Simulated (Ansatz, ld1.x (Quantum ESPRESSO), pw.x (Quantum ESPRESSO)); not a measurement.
**pw.x on sc Nb: one setting changed**

Potential: PAW, ld1.x (Quantum ESPRESSO) 7.5, LDA (PW92); core [Ar] 3d10, reference 4s2 4p6 4d4 5s1 5p0; waves: 4s (bound): rcut 1.70, rcutus 2.20 bohr; 5s (bound): rcut 1.70, rcutus 2.20 bohr; 4p (bound): rcut 1.75, rcutus 1.90 bohr; 5p (bound, empty): rcut 1.75, rcutus 1.90 bohr; 4d (bound): rcut 1.40, rcutus 1.50 bohr; 4d channel at 2.65 Ry: rcut 1.40, rcutus 1.50 bohr; local part: all-electron potential smoothed inside 2.05 bohr (lloc = -2); core correction: Bessel-smoothed model core, default radius (core density twice the valence density); augmentation: PSQ, inside the norm-conserving radii.

The reference run (k-mesh 12³, cutoffs 70/560 Ry, Fermi–Dirac 0.01 Ry, mixing_beta 0.4, conv_thr 1e-9, no spin) gives 2.81 GPa at 18.765 Å³/atom, where all-electron LAPW gives 1.48 GPa. This run, with its own iteration cap, changes mixing_mode to local-TF.

```
&control
  calculation='scf', prefix='x', pseudo_dir='./', outdir='./tmp', tstress=.true., disk_io='none'
/
&system
  ibrav=0, nat=1, ntyp=1, ecutwfc=70, ecutrho=560, nbnd=14,
  occupations='smearing', smearing='fd', degauss=0.01
/
&electrons
  conv_thr=1e-09, mixing_beta=0.4, electron_maxstep=50, mixing_mode='local-TF'
/
ATOMIC_SPECIES
Nb 1.0 Nb.UPF
CELL_PARAMETERS angstrom
  2.65735467 0.00000000 0.00000000
  0.00000000 2.65735467 0.00000000
  0.00000000 0.00000000 2.65735467
ATOMIC_POSITIONS crystal
Nb 0.0000 0.0000 0.0000
K_POINTS automatic
12 12 12 0 0 0
```

```bash
pw.x < Nb.scf.in > Nb.scf.out
```

Problem. How does the run end?

Solution. It converges in 15 iterations; the free energy moves by +0.0 meV/atom and the pressure by +0.00 GPa. The result is that of the reference run.

```
Message from routine setup:
     using ibrav=0 with symmetry is DISCOURAGED, use correct ibrav instead
     lattice parameter (alat)  =       5.0217  a.u.
     unit-cell volume          =     126.6325 (a.u.)^3
     number of electrons       =        13.00
     number of Kohn-Sham states=           14
     kinetic-energy cutoff     =      70.0000  Ry
     charge density cutoff     =     560.0000  Ry
     scf convergence threshold =      1.0E-09
     Exchange-correlation= SLA  PW   NOGX NOGC
     number of k points=    84  Fermi-Dirac smearing, width (Ry)=  0.0100
     iteration #  1     ecut=    70.00 Ry     beta= 0.40
     total energy              =    -326.02817632 Ry
     estimated scf accuracy    <       0.05952383 Ry
     iteration #  2     ecut=    70.00 Ry     beta= 0.40
     total energy              =    -326.01474121 Ry
     estimated scf accuracy    <       0.02773928 Ry
     iteration #  3     ecut=    70.00 Ry     beta= 0.40
     total energy              =    -326.01790021 Ry
     estimated scf accuracy    <       0.00053432 Ry
     iteration #  4     ecut=    70.00 Ry     beta= 0.40
     total energy              =    -326.01853681 Ry
     estimated scf accuracy    <       0.00010297 Ry
     iteration #  5     ecut=    70.00 Ry     beta= 0.40
     total energy              =    -326.01862388 Ry
     estimated scf accuracy    <       0.00001136 Ry
     iteration #  6     ecut=    70.00 Ry     beta= 0.40
     total energy              =    -326.01864189 Ry
     estimated scf accuracy    <       0.00006615 Ry
     [... 3 iterations left out ...]
     iteration # 10     ecut=    70.00 Ry     beta= 0.40
     total energy              =    -326.01881184 Ry
     estimated scf accuracy    <       0.00000110 Ry
     iteration # 11     ecut=    70.00 Ry     beta= 0.40
     total energy              =    -326.01881195 Ry
     estimated scf accuracy    <       0.00000009 Ry
     iteration # 12     ecut=    70.00 Ry     beta= 0.40
     total energy              =    -326.01881193 Ry
     estimated scf accuracy    <       0.00000011 Ry
     iteration # 13     ecut=    70.00 Ry     beta= 0.40
     total energy              =    -326.01881194 Ry
     estimated scf accuracy    <       0.00000001 Ry
     iteration # 14     ecut=    70.00 Ry     beta= 0.40
     total energy              =    -326.01881193 Ry
     estimated scf accuracy    <       0.00000002 Ry
     iteration # 15     ecut=    70.00 Ry     beta= 0.40
     the Fermi energy is    16.8525 ev
!    total energy              =    -326.01881193 Ry
     estimated scf accuracy    <          9.9E-11 Ry
     smearing contrib. (-TS)   =      -0.00440719 Ry
     The total energy is F=E-TS. E is the sum of the following terms:
     one-electron contribution =     -18.23866973 Ry
     hartree contribution      =      17.73385609 Ry
     xc contribution           =     -71.16475531 Ry
     ewald contribution        =     -95.48676661 Ry
     one-center paw contrib.   =    -158.85806918 Ry
     convergence has been achieved in  15 iterations
          total   stress  (Ry/bohr**3)                   (kbar)     P=       28.07
     Message from routine punch:
     Nothing written, as per user request (disk_io='none')
```

The run took about 33 s on one core of a shared host (Neoverse-V1, 32 threads, 126 GiB, load 17).
